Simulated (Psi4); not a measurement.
## How methods differ on CH3F (SMILES CF)

CH3F has 5 atoms, charge 0, and is taken as a singlet. SMILES: `CF`. Geometry: optimised at PBE0/def2-TZVP.

```jsonl
{"atom": "C", "x (Å)": "-0.1019", "y (Å)": "0.0301", "z (Å)": "0.0184"}
{"atom": "F", "x (Å)": "1.0368", "y (Å)": "-0.7094", "z (Å)": "-0.2057"}
{"atom": "H", "x (Å)": "-0.9715", "y (Å)": "-0.6291", "z (Å)": "-0.0300"}
{"atom": "H", "x (Å)": "-0.1809", "y (Å)": "0.8058", "z (Å)": "-0.7466"}
{"atom": "H", "x (Å)": "-0.0404", "y (Å)": "0.4898", "z (Å)": "1.0074"}
```

Quantity: the dipole moment, in D. The values are calculated.

Task: The value from experiment is 1.85 D (NIST CCCBDB). From what is known of these methods, estimate their order from the nearest to it to the farthest.
A. B3LYP-D4/def2-TZVPP (density fitting) (Psi4)
B. PBE-D4/def2-TZVPP (density fitting) (Psi4)
C. r2SCAN-D4/def2-TZVPP (density fitting) (Psi4)

Result: A (1.79 D, -0.06), C (1.73 D, -0.12), B (1.67 D, -0.18).
